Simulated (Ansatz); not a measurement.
Reaction: C3H5 (SMILES [CH2]C=C, doublet) → C3H5 (SMILES C=[C]C, doublet)
Each species at its own B3LYP-D3(BJ)/def2-TZVP minimum (Ansatz, a first-principles code).

Total energies in hartree (Ansatz). Radicals and triplets start from unrestricted determinants; spin-orbit coupling is neglected. Cores are frozen in correlated methods. No relativity. The UHF reference of C3H5 ([CH2]C=C, doublet) is spin-contaminated (<S^2> up to 0.20 over the pure value in the sets run). The UHF reference of C3H5 (C=[C]C, doublet) is spin-contaminated (<S^2> up to 0.16 over the pure value in the sets run).

```tsv
species	HF/cc-pVTZ	CCSD(T)/cc-pVTZ	HF/cc-pVQZ	CCSD(T)/cc-pVQZ	CCSD(T)/cc-pVDZ	CCSDT(Q)/cc-pVDZ
1: C3H5 (SMILES [CH2]C=C, doublet)	-116.51146	-117.03223	-116.51898	-117.06590	-116.91163	-116.91406
2: C3H5 (SMILES C=[C]C, doublet)	-116.47640	-117.00030	-116.48391	-117.03389	-116.88025	-116.88255
```

**Question.** Work out the isomerisation energy (electronic) in kcal/mol: take Hartree-Fock from cc-pVQZ, extrapolate the CCSD(T) correlation energy as X^-3 (X = 3, 4), and add CCSDT(Q) - CCSD(T) in cc-pVDZ. 1 hartree = 627.51 kcal/mol.

**Answer.** 
Species 1: correlation (64·(-0.54692) - 27·(-0.52077))/37 = -0.56600; step -0.00243; E1 = -116.51898 + (-0.56600) + (-0.00243) = -117.08741
Species 2: correlation (64·(-0.54998) - 27·(-0.52390))/37 = -0.56901; step -0.00230; E2 = -116.48391 + (-0.56901) + (-0.00230) = -117.05522
-1·E1 +1·E2 = 0.03219 hartree = 20.2 kcal/mol.
